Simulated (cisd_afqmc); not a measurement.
Input (AFQMC/CISD/def2-SVP; cisd_afqmc is a phaseless AFQMC code with CISD trial states that reads the integrals written by Ansatz):

Ansatz 0.2 input:
```python
import cisd_afqmc

open("ham.yaml", "w").write("""\
crystal:
  periodic: [false, false, false]
  atoms:
    - {symbol: Na, position_ang: [-0.00000000, -0.00000000, -1.70764300]}
    - {symbol: Cl, position_ang: [0.00000000, 0.00000000, 1.10494547]}
basis:
  gaussian:
    orbitals: def2-SVP
total_charge: 1
magnetization: {spin_polarized: true, initial_magnetization: 1}
correlation: {method: ccsd, electrons: outside_noble_gas, hamiltonian_folder: ham}
""")
rep = cisd_afqmc.ansatz("ham.yaml")
e_ccsd = rep["correlation"]["coupled_cluster"]["energy"]["hartree"]
out = cisd_afqmc.run("ham", e_ccsd, trial="CISD", walkers=200, populations=8, threads=8, dt=0.005, steps=40, early=24, settle=10, least=32,
    cut=5e-5, rank_cut=2e-4, target=0.0004, seconds=1500, seed=1, memory=17280, gpu=False)
```

Output:

```
orbitals 23, occupied [4, 3], factors 90 of 295, rank of the doubles 64 of 136
E(HF) = -620.945548
E(CCSD) on the cut factors = -621.073265, shift to the whole factors 0.000026
Energy of the trial state on the determinant = -621.073197
  tau behind 7.2 of longer steps, mean of the populations' last blocks
   2.0  -621.07468
   4.0  -621.07511
   6.0  -621.07479
   8.0  -621.07474
blocks 560 (9 outliers left out), error by blocks joined: 1: 0.00003, 2: 0.00003, 4: 0.00004, 8: 0.00005, 16: 0.00005
E(AFQMC/CISD) = -621.07472 +/- 0.00005
```
